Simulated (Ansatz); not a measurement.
CH2OS2, SMILES `OC(=S)S`, 6 atoms. Charge 0, multiplicity 1. All runs use 2 threads of an Arm Neoverse V1 on a shared host. Correlated methods freeze the cores. Open-shell runs search over several starts.

Problem. How many basis functions does each run have, and how long does it take in Ansatz? RKS PBE0-D4/def2-TZVP frequencies; UKS B2PLYP (frozen core)/def2-TZVPP energy of the cation; UKS ωB97M-V/def2-TZVPP energy of the cation; RHF-CCSD(T)/def2-TZVPP energy; RKS PBE0-D4/def2-QZVPP energy; UHF-MP2/def2-QZVPP energy of the cation; RKS PBE-D4/def2-TZVPP energy and forces; RKS ωB97M-V/def2-QZVPP energy; RHF-CCSD(T)/def2-SVP energy; RKS ωB97X-V/def2-TZVPP energy; UKS ωB97X-V/def2-TZVPP energy of the cation; UKS r2SCAN-D4/def2-TZVPP energy of the cation. (An estimate is asked.)

Solution. The calculation gave: Other jobs shared the machine, so times are rough.

| level | job | functions | wall time | peak host memory (GiB) |
| --- | --- | --- | --- | --- |
| RHF-CCSD(T)/def2-SVP | energy | 74 | 2 s | 0.18 |
| RKS PBE-D4/def2-TZVPP | energy and forces | 174 | 2.7 s | 0.19 |
| RKS PBE0-D4/def2-QZVPP | energy | 314 | 7 s | 0.79 |
| RKS ωB97X-V/def2-TZVPP | energy | 174 | 8.5 s | 0.45 |
| RKS ωB97M-V/def2-QZVPP | energy | 314 | 17 s | 0.94 |
| UKS B2PLYP (frozen core)/def2-TZVPP | energy of the cation | 174 | 24 s | 0.49 |
| UKS r2SCAN-D4/def2-TZVPP | energy of the cation | 174 | 27 s | 0.43 |
| UKS ωB97X-V/def2-TZVPP | energy of the cation | 174 | 46 s | 0.8 |
| RHF-CCSD(T)/def2-TZVPP | energy | 174 | 47 s | 1.5 |
| UKS ωB97M-V/def2-TZVPP | energy of the cation | 174 | 54 s | 0.84 |
| RKS PBE0-D4/def2-TZVP | frequencies | 148 | 81 s | 0.3 |
| UHF-MP2/def2-QZVPP | energy of the cation | 314 | 2.7 min | 1.3 |
